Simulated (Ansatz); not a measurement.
Ideal-gas functions of `BBN` at 600 K and 1 bar, from an Ansatz frequency run at PBE0-D4/def2-TZVP.

Molar mass 40.67 g/mol, point group Cs (symmetry number 1), electronic degeneracy 1, moments of inertia 9.905, 64.083, 69.836 u Å². Harmonic wavenumbers (cm⁻¹, unscaled): 240, 277, 392, 596, 728, 756, 835, 934, 1001, 1135, 1184, 1405, 1651, 2510, 2560, 2622, 3615, 3705.

Use S(trans) = R[1.5 ln M + 2.5 ln T − 1.1517]; rotational temperatures θ = 24.2544 K / I; S(rot) = R[ln(√π/σ · √(T³/θAθBθC)) + 1.5]; for each mode x = 1.438777 ν̃/T, S = R[x/(eˣ − 1) − ln(1 − e⁻ˣ)] and H = RT x/(eˣ − 1); 1 cm⁻¹ = 0.0119627 kJ/mol; R = 8.31446 J/(mol·K).

Question: By hand: the entropy, in J/(mol·K).

Answer: Translation 169.6. Rotation: θ = 2.4487, 0.3785, 0.3473 K, giving 101.7. Vibration, mode by mode: 13.02, 11.87, 9.13, 6.02, 4.66, 4.42, 3.80, 3.16, 2.78, 2.16, 1.97, 1.29, 0.80, 0.14, 0.13, 0.11, 0.01, 0.01, in all 65.5. Electronic 0.0. Sum 336.8 J/(mol·K).

Question: By hand: H − E and G − E in kJ/mol, counted from the electronic energy.

Answer: Zero-point energy ½ × 26146 × 0.0119627 = 156.4; thermal vibration 23.2; translation, rotation and pV give 4 RT = 20.0. H − E = 199.6 kJ/mol, and G − E = 199.6 − 600 × 336.8/1000 = -2.5 kJ/mol.

Vibration gives 19 % of the entropy. The sum counts one conformer and one mirror image; others add a mixing term.
